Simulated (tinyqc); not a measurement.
Inside a calculation. Method: coupled-perturbed Hartree-Fock on RHF in the sto-3g basis, for NH3, spin multiplicity 1. One step of it, computed by the program tinyqc.

Question. Coupled step 2. U_ai = -(mu_ai + sum_bj [4 (ai|bj) - (ab|ij) - (aj|bi)] U_bj) / (e_a - e_i); alpha = -4 sum U_ai mu_ai.

U after step 1:
```
          i1         i2         i3         i4         i5
a6  0.000578   0.040621   0.000553   0.000000  -0.050327
a7  0.000000   0.000000   0.000000  -0.291922   0.000000
a8  0.000001  -0.000011  -0.291833   0.000000  -0.000088
```

dipole integrals <a|z|i> (bohr):
```
           i1        i2         i3        i4         i5
a6  -0.031615  0.046804  -0.000667  0.000000  -0.010273
a7   0.000000  0.000000   0.000000  0.370079   0.000000
a8  -0.000061  0.000213   0.370158  0.000000   0.000024
```

orbital energies (hartree): MO1 -15.298001, MO2 -1.017980, MO3 -0.523752, MO4 -0.523533, MO5 -0.324049, MO6 0.499403, MO7 0.644518, MO8 0.644997

Two-electron integrals over orbitals (pq|rs), unique and non-zero (hartree):
```
(11|11) 4.128750    (21|11) -0.347272   (21|21) 0.046090    (22|11) 0.836414
(22|21) -0.010363   (22|22) 0.595882    (31|11) 0.000091    (31|21) -0.000009
(31|22) 0.000012    (31|31) 0.008639    (32|11) -0.000005   (32|21) 0.000006
(32|22) 0.000084    (32|31) 0.013923    (32|32) 0.118678    (33|11) 0.677476
(33|21) -0.003668   (33|22) 0.536518    (33|31) 0.002550    (33|32) 0.048128
(33|33) 0.554602    (41|41) 0.008639    (42|41) 0.013919    (42|42) 0.118590
(43|41) -0.002559   (43|42) -0.048192   (43|43) 0.044683    (44|11) 0.677390
(44|21) -0.003669   (44|22) 0.536400    (44|31) -0.002554   (44|32) -0.048179
(44|33) 0.465365    (44|44) 0.554581    (51|11) -0.116936   (51|21) 0.013370
(51|22) -0.010382   (51|31) -0.000006   (51|32) -1.28e-06   (51|33) -0.003649
(51|44) -0.003648   (51|51) 0.024225    (52|11) 0.071485    (52|21) -0.005660
(52|22) -0.007625   (52|31) -3.09e-07   (52|32) -4.80e-06   (52|33) -0.000309
(52|44) -0.000314   (52|51) 0.021772    (52|52) 0.106239    (53|11) -0.000087
(53|21) 3.39e-06    (53|22) -0.000030   (53|31) 0.002424    (53|32) -0.005277
(53|33) -0.010012   (53|44) 0.009983    (53|51) -0.000007   (53|52) -0.000031
(53|53) 0.027724    (54|41) 0.002424    (54|42) -0.005281   (54|43) 0.010009
(54|54) 0.027726    (55|11) 0.935171    (55|21) -0.011388   (55|22) 0.602416
(55|31) 9.22e-07    (55|32) -0.000008   (55|33) 0.525749    (55|44) 0.525698
(55|51) 0.011530    (55|52) 0.084925    (55|53) -0.000069   (55|55) 0.751197
(61|11) -0.273633   (61|21) 0.037509    (61|22) -0.005803   (61|31) -0.000030
(61|32) -0.000031   (61|33) -0.002087   (61|44) -0.002075   (61|51) 0.003441
(61|52) -0.012663   (61|53) -1.42e-06   (61|55) -0.013799   (61|61) 0.033274
(62|11) 0.300273    (62|21) -0.008010   (62|22) 0.118038    (62|31) -0.000017
(62|32) -0.000088   (62|33) 0.068285    (62|44) 0.068266    (62|51) -0.012700
(62|52) -0.015202   (62|53) -0.000039   (62|55) 0.126972    (62|61) -0.002626
(62|62) 0.088019    (63|11) -0.000638   (63|21) 0.000013    (63|22) -0.000280
(63|31) 0.004370    (63|32) -0.027938   (63|33) -0.036049   (63|44) 0.035742
(63|51) 1.89e-06    (63|52) -0.000066   (63|53) 0.012925    (63|55) -0.000329
(63|61) -4.82e-07   (63|62) -0.000210   (63|63) 0.061273    (64|41) 0.004366
(64|42) -0.028025   (64|43) 0.035965    (64|54) 0.012969    (64|64) 0.061475
(65|11) -0.107161   (65|21) -0.000748   (65|22) -0.056656   (65|31) -0.000011
(65|32) -0.000074   (65|33) -0.026717   (65|44) -0.026640   (65|51) 0.012346
(65|52) 0.034063    (65|53) -0.000032   (65|55) -0.048741   (65|61) -0.005182
(65|62) -0.049814   (65|63) 0.000103    (65|65) 0.040154    (66|11) 0.675920
(66|21) -0.007122   (66|22) 0.509101    (66|31) -0.000033   (66|32) -0.000310
(66|33) 0.478438    (66|44) 0.478737    (66|51) -0.017679   (66|52) -0.048583
(66|53) 0.000058    (66|55) 0.477977    (66|61) 0.000122    (66|62) 0.072346
(66|63) 0.000047    (66|65) -0.045319   (66|66) 0.496769    (71|41) 0.012881
(71|42) 0.019421    (71|43) -0.003332   (71|54) 0.003640    (71|64) 0.006036
(71|71) 0.019261    (72|41) 0.011606    (72|42) 0.034297    (72|43) 0.012849
(72|54) 0.018154    (72|64) 0.038843    (72|71) 0.016390    (72|72) 0.056253
(73|41) 0.002047    (73|42) 0.040420    (73|43) -0.015388   (73|54) -0.009235
(73|64) -0.030435   (73|71) 0.003194    (73|72) -0.003718   (73|73) 0.034308
(74|11) 0.305844    (74|21) -0.005743   (74|22) 0.116229    (74|31) 0.002052
(74|32) 0.040437    (74|33) 0.088913    (74|44) 0.058179    (74|51) 0.000182
(74|52) 0.036835    (74|53) -0.009252   (74|55) 0.155793    (74|61) -0.005128
(74|62) 0.079093    (74|63) -0.030526   (74|65) -0.029464   (74|66) 0.042092
(74|74) 0.136368    (75|41) 0.005578    (75|42) 0.039653    (75|43) -0.016947
(75|54) 0.017904    (75|64) -0.017228   (75|71) 0.008174    (75|72) 0.012782
(75|73) 0.015369    (75|75) 0.037185    (76|41) 0.010693    (76|42) 0.096459
(76|43) -0.050480   (76|54) -0.016796   (76|64) -0.047747   (76|71) 0.015329
(76|72) 0.006147    (76|73) 0.047351    (76|75) 0.031520    (76|76) 0.104577
(77|11) 0.782973    (77|21) -0.008213   (77|22) 0.542803    (77|31) 0.000118
(77|32) -0.028299   (77|33) 0.474930    (77|44) 0.548753    (77|51) -0.002531
(77|52) 0.014954    (77|53) 0.011947    (77|55) 0.553768    (77|61) -0.006140
(77|62) 0.079557    (77|63) 0.038483    (77|65) -0.026183   (77|66) 0.486830
(77|74) 0.077064    (77|77) 0.572851    (81|11) -0.000525   (81|21) 0.000076
(81|22) 2.44e-07    (81|31) 0.012884    (81|32) 0.019429    (81|33) 0.003313
(81|44) -0.003331   (81|51) 0.000009    (81|52) -0.000020   (81|53) 0.003641
(81|55) -0.000024   (81|61) 0.000031    (81|62) -0.000035   (81|63) 0.006044
(81|65) -0.000023   (81|66) -0.000054   (81|74) 0.003190    (81|77) 0.000316
(81|81) 0.019269    (82|11) 0.000626    (82|21) -0.000014   (82|22) 0.000250
(82|31) 0.011604    (82|32) 0.034252    (82|33) -0.012750   (82|44) 0.013004
(82|51) -0.000021   (82|52) -2.62e-06   (82|53) 0.018158    (82|55) 0.000270
(82|61) -0.000036   (82|62) 0.000087    (82|63) 0.038842    (82|65) -0.000112
(82|66) 0.000105    (82|74) -0.003556   (82|77) 0.023090    (82|81) 0.016389
(82|82) 0.056248    (83|11) 0.305833    (83|21) -0.005745   (83|22) 0.116151
(83|31) -0.002045   (83|32) -0.040500   (83|33) 0.058164    (83|44) 0.088957
(83|51) 0.000183    (83|52) 0.036839    (83|53) 0.009202    (83|55) 0.155778
(83|61) -0.005118   (83|62) 0.079099    (83|63) 0.030184    (83|65) -0.029397
(83|66) 0.042390    (83|74) 0.069830    (83|77) 0.101090    (83|81) -0.003203
(83|82) 0.003937    (83|83) 0.136436    (84|41) 0.002059    (84|42) 0.040382
(84|43) -0.015325   (84|54) -0.009203   (84|64) -0.030320   (84|71) 0.003211
(84|72) -0.003634   (84|73) 0.032135    (84|75) 0.015348    (84|76) 0.047271
(84|84) 0.034197    (85|11) -0.000130   (85|21) -9.16e-07   (85|22) -0.000050
(85|31) 0.005579    (85|32) 0.039665    (85|33) 0.016865    (85|44) -0.016959
(85|51) 0.000024    (85|52) 0.000080    (85|53) 0.017912    (85|55) -0.000043
(85|61) -0.000025   (85|62) -0.000107   (85|63) -0.017173   (85|65) -1.15e-06
(85|66) -0.000176   (85|74) 0.015338    (85|77) -0.011099   (85|81) 0.008176
(85|82) 0.012776    (85|83) -0.015433   (85|85) 0.037182    (86|11) -0.000130
(86|21) 3.46e-06    (86|22) 0.000028    (86|31) 0.010695    (86|32) 0.096412
(86|33) 0.050219    (86|44) -0.050363   (86|51) -0.000027   (86|52) -0.000107
(86|53) -0.016744   (86|55) -0.000108   (86|61) -0.000016   (86|62) -0.000044
(86|63) -0.047475   (86|65) -0.000099   (86|66) -0.000314   (86|74) 0.047244
(86|77) -0.040973   (86|81) 0.015333    (86|82) 0.006185    (86|83) -0.047456
(86|85) 0.031476    (86|86) 0.104311    (87|41) 0.000137    (87|42) -0.028113
(87|43) 0.036871    (87|54) 0.011955    (87|64) 0.038639    (87|71) 0.000357
(87|72) 0.022936    (87|73) -0.011923   (87|75) -0.011020   (87|76) -0.040869
(87|84) -0.011849   (87|87) 0.039929    (88|11) 0.783088    (88|21) -0.008217
(88|22) 0.542884    (88|31) -0.000075   (88|32) 0.028651    (88|33) 0.548974
(88|44) 0.474726    (88|51) -0.002531   (88|52) 0.014961    (88|53) -0.012048
(88|55) 0.553815    (88|61) -0.006143   (88|62) 0.079615    (88|63) -0.039031
(88|65) -0.026238   (88|66) 0.486585    (88|74) 0.101233    (88|77) 0.492627
(88|81) -0.000284   (88|82) -0.022740   (88|83) 0.076861    (88|85) 0.011153
(88|86) 0.041208    (88|88) 0.573201
```

Give: U after step 2; polarisability.

Answer.

U after step 2:
```
        i1      i2       i3       i4       i5
a6  0.0007  0.0420   0.0006   0.0000  -0.0638
a7  0.0000  0.0000   0.0000  -0.3091   0.0000
a8  0.0000  0.0000  -0.3090   0.0000  -0.0001
```

polarisability = 0.9045 bohr^3
